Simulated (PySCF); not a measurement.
# Telling isomers of C$_{4}$H$_{6}$O apart by NMR

[PySCF: coordinates at the PBE0-D3(BJ)/def2-SVP level; B3LYP/pcJ-1 coupling constants (spin–dipole term left out of most H,H and C,H couplings); σ from GIAO-PBE0/pcSseg-1; single conformer; averaged over atoms made equivalent by symmetry, fast rotation or ring inversion; no solvent model; no relativistic terms]

References, each an isolated molecule treated in the same way: ¹H and ¹³C vs TMS. Multiplet labels drop J under 1 Hz and among equivalent protons, and merge close values. Unscaled 3J(H,H) run several per cent high. Shifts are as computed. Against solution values, carbons near 30 ppm lie about +2 ppm off and those near 130 ppm about +5 ppm. Of 1211 compounds with measured shifts, 218 miss one by over three times the rms of a fit or turn the order of signals round; such compounds aren't used in these exercises.

(1) Tabulate the signals of `COC1=CC1`, `C=C=COC` and their relative energies.

(2) What is the quickest way to tell COC1=CC1 from C=C=COC?

Answers

(1) 
```tsv
SMILES	carbon types	δC	δH	E rel. (kcal/mol)
COC1=CC1	1×C 1×CH 1×CH2 1×CH3	145.7, 68.6, 58.9, 16.8	5.17 (t, 1H), 3.73 (s, 3H), 1.78 (d, 2H)	11.9
C=C=COC	1×C 1×CH 1×CH2 1×CH3	218.8, 127.9, 93.5, 59.2	6.28 (t, 1H), 5.62 (d, 2H), 3.42 (s, 3H)	0.0
```

Energies are electronic energies at PBE0/pcSseg-1 on these geometries, without zero-point or thermal terms, each for the one conformer computed, which needn't be the lowest.

(2) Both give the same number of carbon signals, with the same numbers of each carbon type, so the positions decide. The first has an alkene carbon bearing oxygen (C) at 145.7 ppm, the second a central carbon of an allene (C) at 218.8 ppm. In the proton spectra the most deshielded non-exchanging signals are 5.17 (t, J = 3.1 Hz, 1H) and 6.28 (t, J = 7.9 Hz, 1H).
